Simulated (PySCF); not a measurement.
Consider acetonitrile, `CC#N` (C2H3N). Numbering: `[CH3:1][C:2]#[N:3]`

Energies: ωB97X-D3(BJ)/ma-def2-TZVP (PySCF, density fitting, integration grid level 2) on PBE0-D3(BJ)/def2-SVP structures. Thermal corrections: PBE0-D3(BJ)/def2-SVP frequencies, unscaled, ideal gas at 298.15 K and 1 bar, quasi-RRHO entropy.

Q: What are the vertical and the adiabatic ionisation energy for forming the radical cation?

A: 12.31 eV vertical and 11.97 eV adiabatic, the latter with zero-point energy.

Q: Where does the unpaired spin of the relaxed radical cation sit?

A: N3 (nitrile nitrogen) 0.65, C2 (nitrile carbon) 0.19 (intrinsic atomic orbital populations).

Q: What oxidation potential follows in acetonitrile (IEF-PCM), given that Fc+/Fc comes at 4.54 V absolute with this functional and basis?

A: In the gas phase ΔG of oxidation is 11.903 eV, and solvation is -28.9 kJ/mol for the parent and -289.0 kJ/mol for the product, so the absolute potential is 9.21 V, or 4.66 V against Fc+/Fc. Fc+/Fc in acetonitrile, 4.54 V, is ωB97X-D3(BJ)/ma-def2-TZVP on PBE0-D3(BJ)/def2-SVP structures with GFN2-xTB thermal terms. Benchmark calculations put it near 5.0 V in acetonitrile and DMSO, so it is about 0.5 V low, and the value against it can read up to that much too high. The solvent is electrostatics only, on gas-phase structures; the absolute scale refers to an electron at rest in vacuum.

Q: How far is −ε(HOMO) from the vertical value by ΔSCF?

A: −ε(HOMO) = 11.99 eV, which is 0.32 eV below the ΔSCF value.

Differences come from unrounded values, so a last digit can differ from that of the printed terms.
